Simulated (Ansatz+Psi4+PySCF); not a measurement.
```xyz
3

O     0.0000    1.1038   -0.2285
O     0.0000    0.0000    0.4571
O     0.0000   -1.1038   -0.2285
```

Basis set: cc-pVTZ (spherical functions). Left uncorrelated: 3 orbitals. Charge 0, multiplicity 1.

Computed with Ansatz (development build ahead of 0.2.0) and Psi4 1.11; each method stands on the lowest determinant of its kind that the runs found. Restricted open shells among the atoms or ions are ROHF, correlated in semicanonical orbitals with singles.

Q: Give the vertical ionization energy (product with multiplicity 2 at the same shape, open shells in the same class of orbitals) of singlet O₃ by RHF-CCSD(T), RHF-CCSD, RHF-MP2, RHF.

A:

```json
{"method": "RHF-CCSD(T)", "ionization energy": "12.58 eV"}
{"method": "RHF-CCSD", "ionization energy": "12.47 eV"}
{"method": "RHF-MP2", "ionization energy": "13.46 eV"}
{"method": "RHF", "ionization energy": "11.15 eV"}
```

Caution: an unrestricted determinant lies well below; the determinant breaks the point group; unrestricted orbitals would lower the determinant. Caution for RHF-CCSD(T), RHF-CCSD, RHF-MP2: large amplitudes, a single reference is doubtful; large share of triples, a single reference is doubtful. Caution for RHF-CCSD(T), RHF-CCSD: the program doubts this total. Caution for RHF-MP2: MP2 on this radical cation hangs on the determinant chosen; another reference gives a lower total.
